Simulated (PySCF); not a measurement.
Input of a driver script around PySCF for `FCF` (CH2F2), coordinates in Å (PBE0-D3(BJ)/def2-SVP geometry):
```
{"job": {"kind": "eom", "basis": "aug-cc-pVDZ", "nee": 5}, "charge": 0, "multiplicity": 1}
F     -1.079145     0.758721    -0.060162
C     -0.005443    -0.047451     0.002263
F      1.110870     0.701011     0.025797
H     -0.057735    -0.644247     0.930201
H      0.012608    -0.691877    -0.894625
```

Task: What does the run print?

Result: 
```
E(HF) = -237.9313201575
E(MP2) = -238.4831958499
E(CCSD) = -238.4998528753
T1 diagnostic = 0.0130

EOM-IP-CCSD (eV)   Koopmans (eV)
  13.1172      14.4057
  14.9734      17.3356
  15.1958      16.9265
  15.6807      18.2678
  18.9962      20.8089

EOM-EE-CCSD singlets (eV): 9.4002 10.0702 10.3471 10.4460 11.4151

EOM-EE-CCSD triplets (eV): 9.1158 9.7912
```

Method: CCSD and EOM-CCSD/aug-cc-pVDZ in PySCF, restricted Hartree–Fock reference, 3 core orbitals frozen, non-relativistic, gas phase, PBE0-D3(BJ)/def2-SVP geometry. Each EOM-IP line stands beside −ε of the orbital with the largest one-hole amplitude.

Task: What correlation energies follow, and how does the T1 diagnostic stand?

Result: MP2 -0.55188 Eh, CCSD -0.56853 Eh; CCSD lies 16.7 mEh below MP2. T1 = 0.0130, below the customary warning level of 0.02.

Task: Which orbital leads each EOM-IP root, and how large is the one-hole share of its vector?

Result: 13.12 eV: HOMO, one-hole share 0.96; 14.97 eV: HOMO-2, one-hole share 0.95; 15.20 eV: HOMO-1, one-hole share 0.96; 15.68 eV: HOMO-3, one-hole share 0.95; 19.00 eV: HOMO-4, one-hole share 0.95.

Hardware: an Arm Neoverse V1 with one thread, on a shared host. Cost: 3.0 min of wall time.
